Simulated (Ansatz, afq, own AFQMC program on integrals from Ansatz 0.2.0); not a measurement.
# B2H, doublet: AFQMC among the cluster methods

```xyz
3

B    -0.6408    0.0000    0.3847
B     0.6103    0.0000   -0.4832
H     0.3266    0.0000    1.0559
```

Connectivity, by distances: BH–B.

Basis 6-31G. Noble-gas cores (and the filled d shells of Ga–Kr and In–Xe) are frozen. Integrals, coupled cluster, full CI and functionals: Ansatz 0.2.0; the random walks run on the same integrals in our own AFQMC program. ph-AFQMC/CISD is guided by a CISD state made of CCSD amplitudes; releasing the constraint for a short imaginary time cuts its bias at the price of noise, slowly where states lie close. Error bars are statistical, one sigma.

Determinant: ROHF, the one that the program's search chose, which needn't be the lowest solution. The geometry is a point of a scan.

Full CI on the same integrals is exact in this basis and with this determinant's frozen core.

Cautions: a spin-contaminated unrestricted determinant lies lower (UHF 1.97 eV lower, ⟨S²⟩ 1.71); the search met a lower determinant of the same kind, perhaps of another symmetry (284 meV lower), and this one is a saddle point; strong correlation (T1 0.053, weight of the determinant 0.77, largest double 0.34); (T) is large, 7 % of the CCSD correlation; the CCSD(T) amplitudes may be one of several solutions (largest double 0.34); the CCSDT(Q) amplitudes may be one of several solutions (largest double 0.39); the CCSDTQ amplitudes may be one of several solutions (largest double 0.39); the released energies have errors that jump between times, so the bars are unsure, so no released level is given (meV from the phaseless value at times in 1/Eh: -18 ± 4 at 0.24, -16 ± 15 at 0.51, -41 ± 3 at 0.99, -64.0 ± 2.2 at 1.62, -74 ± 3 at 2.40); the ph-AFQMC/HF walk drifts between its halves (2.7 errors); the ph-AFQMC/CISD walk drifts between its halves (2.5 errors).

```
T1 diagnostic                               : 0.0530
weight of the determinant in the CISD state : 0.775
size of the correlated space                : 7 electrons in 18 orbitals
```

Reference: full CI, correlation energy -4.935 eV.

```tsv
level	E − E(reference) (mEh)	share of correlation (%)
HF	181.35	0.00
MP2	47.79	73.65
CCSD	13.64	92.48
CCSD(T)	1.43	99.21
CCSDT	1.38	99.24
CCSDT(Q)	0.14	99.92
CCSDTQ	0.14	99.93
ph-AFQMC/HF	23.66 ± 1.22	86.95
ph-AFQMC/CISD	3.78 ± 0.18	97.92
```

CCSDT and higher add their correlation energy to the determinant of the CCSD(T) run, since their own runs factorise the integrals more tightly (a shift of under 2 meV). A walk keeps the symmetry of its determinant, which the program's search chose and which needn't be the lowest solution, so a lower state of the same spin and another symmetry isn't excluded.
